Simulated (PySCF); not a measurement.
Si: ionisation energy

Si [Ne] 3s2 3p2 (3P) → Si⁺ [Ne] 3s2 3p1 (2P), as a difference of total energies. All numbers are calculated (PySCF 2.14, the non-relativistic Hamiltonian (point nucleus), in def2-SVP (4s3p1d, 18 functions)). Correlated levels: valence: [Ne] frozen. The calculations carry no spin-orbit coupling.

```json
{"method": "UHF", "ionisation energy (eV)": "7.645"}
{"method": "BP86", "ionisation energy (eV)": "8.248"}
{"method": "r2SCAN", "ionisation energy (eV)": "8.329"}
{"method": "MP2 (valence)", "ionisation energy (eV)": "7.870"}
{"method": "SCS-MP2 (valence)", "ionisation energy (eV)": "7.803"}
{"method": "CCSD (valence)", "ionisation energy (eV)": "7.875"}
{"method": "CCSD(T) (valence)", "ionisation energy (eV)": "7.884"}
```

Errors of the correlated levels include the incompleteness of this basis and the frozen core.

Question: Which method comes closest to the reference value, and which is furthest?

Answer: The reference is 8.157 eV (measured; NIST levels, between the centres of gravity of the two terms). Closest: BP86 (error 0.091 eV); furthest: UHF (error -0.512 eV).
